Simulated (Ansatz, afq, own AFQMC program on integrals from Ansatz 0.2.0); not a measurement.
Two steps: Ansatz 0.2.0 writes the Fock matrix and Cholesky factors of the valence space, and afq projects on them the lowest state that overlaps trial and start.

```yaml
crystal:
  periodic: [false, false, false]
  atoms:
    - {symbol: Al, position_ang: [0.000000, 0.000000, 0.000000]}
    - {symbol: H, position_ang: [3.208025, 0.030448, -0.000168]}
    - {symbol: H, position_ang: [-1.630382, 2.763001, -0.005644]}
    - {symbol: H, position_ang: [-1.577643, -2.793449, 0.005812]}
basis:
  gaussian: {orbitals: cc-pVDZ}
magnetization: {spin_polarized: true, initial_magnetization: 0}
correlation: {method: ccsd_t, electrons: outside_noble_gas, hamiltonian_folder: ham}
```

```sh
$ ansatz run in.yaml --threads 1 --pin off --events-out ev --progress --plain --max-ram 16896MiB --backend cuda --devices 0, --max-vram 18GiB
```

Options of the walk:

```
--method phaseless --trial cisd --walkers 4000 --populations 20 --least-time 60 --time-step 0.005 --steps-per-block 50 --equilibration-blocks 40 --max-blocks 4000 --target-error 0.00029 --factor-cut 1e-05 --start spin_pure --seed 5786 --release-times 0.24,0.51,0.99,1.62,2.4 --release-step 0.03 --release-every 3 --taylor-order 6
```

Times are imaginary, in 1/Eh. The walk had a cap of 122 s. With eight or more populations the least sampling time is a fifth of least-time, and the error comes from their spread.

Output of the walk:

```
orbitals 28  electrons 3 3  factors 164 of 311
reference energy -243.37924480 Eh
CCSD correlation -0.05998594 Eh in 29 cycles, weight of the determinant in the CISD state 0.7635
energy of the start -243.427302 Eh
 block  time / (1/Eh)  mean weight  energy / Eh
     1     0.250  1.0000  -243.430633
     2     0.500  1.0001  -243.433294
     3     0.750  1.0000  -243.435271
     4     1.000  1.0001  -243.436907
     5     1.250  1.0001  -243.438163
     7     1.750  0.9999  -243.440238
     9     2.250  1.0000  -243.441725
    11     2.750  1.0000  -243.442879
    15     3.750  1.0000  -243.444450
    19     4.750  1.0001  -243.445314
    23     5.750  1.0001  -243.445962
    27     6.750  1.0000  -243.445798
    31     7.750  1.0000  -243.446023
    35     8.750  1.0001  -243.444309
    39     9.750  1.0000  -243.445955
    43    10.750  1.0001  -243.446259
    47    11.750  0.9997  -243.446561
    51    12.750  1.0001  -243.445799
    55    13.750  1.0000  -243.446300
    59    14.750  1.0002  -243.446330
    63    15.750  0.9999  -243.446500
    67    16.750  1.0000  -243.446167
    71    17.750  1.0000  -243.446772
    75    18.750  1.0000  -243.447290
    79    19.750  1.0000  -243.447446
    83    20.750  1.0001  -243.448222
    87    21.750  1.0003  -243.448190
    89    22.250  1.0001  -243.447902
error from the spread of 20 populations
released: time / (1/Eh)  energy / Eh  error  mean overlap
  0.24  -243.447009  0.000137  0.9995
  0.51  -243.447161  0.000136  0.9993
  0.99  -243.447570  0.000098  0.9978
  1.62  -243.447920  0.000087  0.9986
  2.40  -243.448245  0.000106  0.9974
energy -243.446857 +/- 0.000136 Eh
(rows thinned)
```

The run failed at least one of its tests; the cautions name the faults. The second half of the sampling lies below the first by 4.4 errors of their difference, so the energy may still be moving and its error bar be too small.

Against this walk (error 3.7 meV) on the same determinant: CCSD(T) 130.2 meV higher, CCSDT(Q) 42.3 meV lower, CCSDTQ 93.3 meV lower, full CI 102.6 meV lower. The error is statistical and leaves out the bias of the constraint. The determinant has ⟨S²⟩ = 1.82, so the low cluster orders mix in higher spin, while the walk starts as a pure singlet. The released energies are still falling (meV from the phaseless value at times in 1/Eh: -4 ± 4 at 0.24, -8 ± 4 at 0.51, -19 ± 3 at 0.99, -28.9 ± 2.4 at 1.62, -38 ± 3 at 2.40), so they give no level; they do show a bias of the constraint, and the last of them that isn't too noisy lies 65 meV above full CI. Full CI is exact here, so the walk's 103 meV above it is the walk's own error: the bias of the constraint with this trial, or a walk that hasn't relaxed. The determinant is a poor start (see the cautions), so the low cluster orders aren't to be relied on, and full CI is the sure value.

Cautions: constraint bias not in the error; halves of the run differ; strong correlation (T1 0.075, weight of the determinant 0.76, largest double 0.17); unrestricted determinant spin contaminated (⟨S²⟩ 1.82 against 0.00); CCSD(T) is in doubt: in a space of 6 electrons in 8 natural orbitals full CI lies 97 meV below it; the CCSDTQ amplitudes may be one of several solutions (largest double 0.59).

The walk took 57 s on 1 × NVIDIA H100 80GB HBM3 with 2 threads of AMD EPYC 7R13 Processor (Zen 3), with other jobs on the host (the card was shared). The log's last line is the phaseless energy.

CCSDT and higher add their correlation energy to the determinant of the CCSD(T) run, since their own runs factorise the integrals more tightly (a shift of under 2 meV).
